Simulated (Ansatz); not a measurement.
Results of RPBE (PAW; Ansatz, a program for electronic structure) for bcc Ta.

Settings: plane-wave cutoff 520 eV, 24×24×24 k mesh, Fermi–Dirac smearing 0.05 eV, scalar-relativistic PAW data made under PBE.

The volume scan:

| V (Å³/atom) | E − E_lowest (meV/atom) |
|---|---|
| 17.493 | 43.07 |
| 17.865 | 18.52 |
| 18.237 | 4.49 |
| 18.610 | 0.00 |
| 18.982 | 4.17 |
| 19.354 | 16.20 |
| 19.726 | 35.37 |

Task: What bulk modulus B0 and pressure derivative B′ does a third-order Birch–Murnaghan fit give?

Result: V0 = 18.611 Å³/atom, B0 = 186 GPa, B′ = 3.8 (fit to the energies at full precision).

Measured, for comparison: bulk modulus 198 GPa (corrected for temperature and zero-point phonon effects, sources range from 194 to 203; as tabulated in Levämäki et al. (2014), arXiv:1402.3671); equilibrium volume per atom 17.95 Å³/atom (static lattice: zero-point anharmonic expansion removed; as tabulated in Mejia-Rodriguez and Trickey (2018), arXiv:1807.09216). Computed less measured: bulk modulus -6 % (-4.1 % to -8 % over the range), equilibrium volume per atom +3.7 %.

Spin–orbit coupling is not included.

The result took very roughly 70 core-seconds.
